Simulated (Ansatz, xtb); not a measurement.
# Ranking isomers of C4H7NS

10 gas-phase structures of C4H7NS, from a drawn sample of its isomers (lower ones may exist). Each was relaxed with GFN2-xTB:

A. `C=C/C=C(\N)S`, a singlet
B. `N/C=C\C=C\S`, a singlet
C. `C=C(N)/C=C\S`, a singlet
D. `N/C=C/C=C/S`, a singlet
E. `N/C=C\C=C/S`, a singlet
F. `C=C/C(N)=C\S`, a singlet
G. `N/C=C/C=C\S`, a singlet
H. `C=C/C=C(/N)S`, a singlet
I. `C=C/C(N)=C/S`, a singlet
J. `C=C(N)/C=C/S`, a singlet

Q: Which do you expect lowest at r2SCAN-D4/def2-SVP, and how would the others follow?

A: Calculated order at r2SCAN-D4/def2-SVP: G (0.0), E (0.6), D (0.8), I (0.8), B (1.3), H (1.5), J (1.6), A (1.9), C (3.6), F (5.6) kcal/mol. Less than 1 kcal/mol parts G and E; E and D; D and I; I and B; B and H; H and J; J and A, so the order within those pairs means little. CCSD(T)/def2-SVP + ΔMP2/def2-TZVPP after further relaxation puts I lowest instead.

Energies above the lowest of each column, in kcal/mol; the last columns are at PBE-D3(BJ)/def2-SVP geometries and were run for some of them only (a dash: not run or not comparable):

| structure | GFN2-xTB | HF/STO-3G | r2SCAN-D4/def2-SVP | PBE-D3(BJ)/def2-SVP | CCSD(T)/def2-SVP + ΔMP2/def2-TZVPP |
| --- | --- | --- | --- | --- | --- |
| G | 1.8 | 1.3 | 0.0 | 0.0 | 2.2 |
| E | 3.3 | 2.4 | 0.6 | 0.7 | 2.4 |
| D | 0.0 | 0.0 | 0.8 | 0.6 | 3.0 |
| I | 5.0 | 4.0 | 0.8 | 0.5 | 0.0 |
| B | 1.5 | 1.2 | 1.3 | 1.1 | 3.1 |
| H | 3.4 | 1.0 | 1.5 | 0.7 | 1.6 |
| J | 2.7 | 0.6 | 1.6 | – | – |
| A | 3.8 | 2.2 | 1.9 | – | – |
| C | 5.9 | 4.6 | 3.6 | – | – |
| F | 5.9 | 5.4 | 5.6 | – | – |

CCSD(T)/def2-SVP + ΔMP2/def2-TZVPP puts I lowest of those it was run on; GFN2-xTB picks D, HF/STO-3G picks D, r2SCAN-D4/def2-SVP picks G, PBE-D3(BJ)/def2-SVP picks G. CCSD(T)/def2-SVP + ΔMP2/def2-TZVPP orders those it was run on as I (0.0), H (1.6), G (2.2), E (2.4), D (3.0), B (3.1) kcal/mol. Less than 1 kcal/mol parts H and G; G and E; E and D; D and B, so the order within those pairs means little. Flexible structures stand in one conformer each, not always the lowest. Frequencies (GFN2-xTB) were run for B, D, E, G, H, I alone. ΔMP2 is the change of the MP2 energy from the smaller to the larger basis.

Over these structures GFN2-xTB departs from r2SCAN-D4/def2-SVP by 1.1 kcal/mol on average once a common shift is removed. A GFN2-xTB relaxation took about 0.12 s and the r2SCAN-D4/def2-SVP energy about 3.6 s on a shared host (Ansatz 0.2.0, xtb 6.7.1).
